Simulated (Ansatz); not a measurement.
Zinc-blende BAs: LDA at its full settings (plane-wave cutoff 520 eV, 12×12×12 k mesh, Fermi–Dirac smearing 0.01 eV, scalar-relativistic PAW data made under PBE) and at cheaper ones, in a cell of 2 atoms with Γ-centred meshes.

```csv
level and setting,equilibrium lattice constant a (Å),bulk modulus B0 (GPa)
LDA (Ansatz),4.732,147
LDA (2×2×2 k mesh) (Ansatz),4.863,126
LDA (4×4×4 k mesh) (Ansatz),4.739,147
```

Largest shifts from the full settings: lattice constant a +2.77 % (LDA (2×2×2 k mesh)), against a difference of -0.94 % of the full result from the reference 4.777 Å (measured, room temperature, not corrected to a static lattice; as tabulated in Lucero et al. (2012), arXiv:1111.4515); bulk modulus -14.3 % (LDA (2×2×2 k mesh)), against a difference of +3.5 % of the full result from the reference 142 GPa (measured, temperature not stated, no zero-point or thermal correction; as tabulated in PMC11618452 (zinc blende boron arsenide), quoting Tian et al.).

Ansatz's density-functional and Hartree–Fock values are scalar-relativistic unless marked +SOC, with PAW data made under PBE.

Run with cheap settings on purpose, which may leave them unconverged: LDA (2×2×2 k mesh), LDA (4×4×4 k mesh).

Ansatz is a first-principles code.
